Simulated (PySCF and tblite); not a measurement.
Values are calculated unless marked as measured or tabulated.
**Conformers and averaged properties: C₅H₈O, numbered as in [CH:1]#[C:2][CH2:3][CH2:4][O:5][CH3:6]**

The ensemble was built from 90 distance-geometry starts (ETKDG and KDG, MMFF94s, GFN2-xTB) and rests on PBE0-D3(BJ)/def2-SVP geometries. Free energies are PBE0-D3(BJ)/def2-TZVP single points with GFN2-xTB rigid-rotor and vibrational terms (modes under about 100 cm⁻¹ blended into free rotors). Symmetry numbers and mirror images are counted. Conformers within 4 kcal/mol (GFN2-xTB free energy) were kept, 7 at most. GIAO shieldings: PBE0/pcSseg-1. Couplings: B3LYP/pcSseg-1 with pcJ-1 on H (gas phase; spin-dipole term only for pairs with B, N, F, Si or P). Couplings are for ¹H; a prime marks the second kind of pair between the same two sets of atoms. Shifts are against TMS (¹H), TMS (¹³C) at the same level. Run with PySCF (density fitting) and tblite.

Torsions listed: C2–C3–C4–O5, C3–C4–O5–C6. Of a mirror pair one member is shown.

```
conformer         shape   symmetry  E(GFN2) kcal/mol  E(DFT) kcal/mol  G(298.15 K) kcal/mol  weight %  dipole D
        1  -179°, -179°         Cs              0.00             0.00                  0.00      59.4      1.12
        2    -66°, 176°  C1 (pair)              1.05             0.97                  0.60      21.7      1.60
        3   -178°, -78°  C1 (pair)              0.25             1.12                  0.90      13.0      1.06
        4      54°, 66°  C1 (pair)              1.10             1.86                  1.72       3.3      1.55
        5     78°, -78°  C1 (pair)              0.27             1.88                  1.85       2.6      0.69
```

Weights (%) against temperature:

```json
{"T (K)": "200", "1": "79.0", "2": "13.3", "3": "6.2", "4": "0.8", "5": "0.6", "S(mix) cal/mol/K": "1.68"}
{"T (K)": "250", "1": "68.2", "2": "18.4", "3": "10.0", "4": "2.0", "5": "1.5", "S(mix) cal/mol/K": "2.31"}
{"T (K)": "298.15", "1": "59.4", "2": "21.7", "3": "13.0", "4": "3.3", "5": "2.6", "S(mix) cal/mol/K": "2.77"}
{"T (K)": "350", "1": "52.0", "2": "23.9", "3": "15.5", "4": "4.7", "5": "3.9", "S(mix) cal/mol/K": "3.12"}
{"T (K)": "400", "1": "46.5", "2": "25.3", "3": "17.3", "4": "6.0", "5": "5.0", "S(mix) cal/mol/K": "3.37"}
```

Averaged shifts at 298.15 K. ¹H: 3.31 (H6, 3H), 3.19 (H4, 2H), 2.34 (H3, 2H), 1.78 (H1, 1H) ppm. ¹³C: 84.2 (C2), 75.2 (C1), 72.8 (C4), 58.9 (C6), 21.4 (C3) ppm.

Averaged couplings (Hz): ⁴J(H1,H3) -4.4, ²J(H3,H3) -18.9, ³J(H3,H4) 11.1, ³J(H3,H4′) 6.4, ²J(H4,H4) -10.0, ²J(H6,H6) -11.4.

Coordinates of conformer 1 (Å):

```xyz
14

C     3.291    0.475   -0.355
C     2.293   -0.084    0.043
C     1.077   -0.735    0.506
C    -0.186   -0.024    0.044
O    -1.281   -0.714    0.563
C    -2.507   -0.167    0.194
H     4.182    0.965   -0.701
H     1.070   -0.782    1.608
H     1.046   -1.778    0.150
H    -0.218    0.006   -1.065
H    -0.175    1.030    0.392
H    -2.649   -0.167   -0.905
H    -2.620    0.877    0.549
H    -3.300   -0.777    0.649
```

Shifts are unscaled: against experiment ¹³C can be off by 15 ppm or more and ¹H by 0.8 ppm.

Search and properties took 2.4 min on 1 thread of Intel Xeon 6975P-C (shared host) (rough), launched as `OMP_NUM_THREADS=1 python ens_run.py task.json out`.
